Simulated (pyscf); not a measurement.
PySCF, gas phase, ωB97X-D3(BJ)/def2-SVP geometries.

**Question.** HO–Al(OH)–SH + H₂O -> HO–Al(OH)–OH + H₂S
Surface: singlet. Broken: Al–S, H–O. Formed: Al–O, H–S. Give ΔE‡ and ΔE from PBE/def2-TZVP, relative to the separated reactants.

**Answer.** ΔE‡ = -0.46 eV, ΔE = -0.22 eV. ωB97M-D3(BJ)/def2-TZVP gives -0.32 eV and -0.29 eV. Zero-point energy shifts the barrier by -0.03 eV. It is a four-centre exchange, with an imaginary mode of 870i cm⁻¹. On the reactant side the descent ends in an adduct with a Al–O contact, 1.04 eV under the separated species and 0.67 eV under the saddle at ωB97X-D3(BJ)/def2-TZVP. On the product side the descent ends in an adduct with a Al–S contact, 0.61 eV under the separated species and 0.40 eV under the saddle at ωB97X-D3(BJ)/def2-TZVP. At PBE the saddle lies under the separated reactants, which points to a path from their complex (located at ωB97X-D3(BJ) alone). At PBE the saddle lies under the separated products, which points to a path from their complex (located at ωB97X-D3(BJ) alone). What is counted as formed (Al–O) is already present as a longer contact in the reactant adduct; forming that adduct is a step of its own. What is counted as broken (Al–S) persists as a longer contact in the product adduct; parting that adduct is a step of its own. One saddle was located; it need not be the lowest between these sides.
